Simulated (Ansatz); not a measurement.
Total energies of C2H3FN2.

```xyz
8

N     0.776   -1.138    0.516
C     1.036    0.091    0.212
C    -0.183    0.819   -0.152
F    -0.233    2.042    0.399
N    -1.038    0.394   -0.966
H     1.529   -1.782    0.713
H    -0.165   -1.535    0.494
H    -1.722    1.107   -1.217
```

The species carries charge 0 and has multiplicity 1. The bonds changed during the relaxation, so this is another structure than the one it started from. The geometry is a stationary point of PBE0-D4/def2-TZVP. It is one conformer, not always the lowest. Basis def2-TZVPP, Ansatz 0.2.0.

RPA on PBE orbitals: Hartree–Fock energy of these orbitals -285.79864 Eh, correlation -1.48230 Eh (frozen core).

```csv
functional,energy without D4 (Eh),D4 term (kJ/mol)
r2SCAN,-287.25574,-3.1
r2SCAN0,-287.21208,-3.5
```

Problem. Give the same for LDA (SPW92), PBE, revPBE, BLYP, B97M-V, PBE0, B3LYP, r2SCANh, HSE06 (plane-wave form), BHLYP, CAM-B3LYP, LC-ωPBE, ωB97X-V, ωB97M-V, B2PLYP, PBE-QIDH. (Estimate.)

Solution. Ansatz gave: 
```csv
functional,energy without D4 (Eh),D4 term (kJ/mol)
LDA (SPW92),-285.17726,–
PBE,-287.08764,-12.7
revPBE,-287.31983,-46.0
BLYP,-287.34480,-29.0
B97M-V,-287.35123,–
PBE0,-287.08762,-10.5
B3LYP,-287.40544,-20.3
r2SCANh,-287.23772,-3.2
HSE06 (plane-wave form),-287.07422,-9.6
BHLYP,-287.25127,-13.8
CAM-B3LYP,-287.29191,-10.4
LC-ωPBE,-287.21595,–
ωB97X-V,-287.30846,–
ωB97M-V,-287.31620,–
B2PLYP,-287.19841,–
PBE-QIDH,-287.03933,–
```

B3LYP takes the VWN-RPA correlation (the form of Gaussian; ORCA's B3LYP/G). HSE06 is the plane-wave form, built on full-range PBE exchange. The double hybrids freeze the cores in their second-order part.

LC-ωPBE has ω = 0.4 bohr⁻¹.
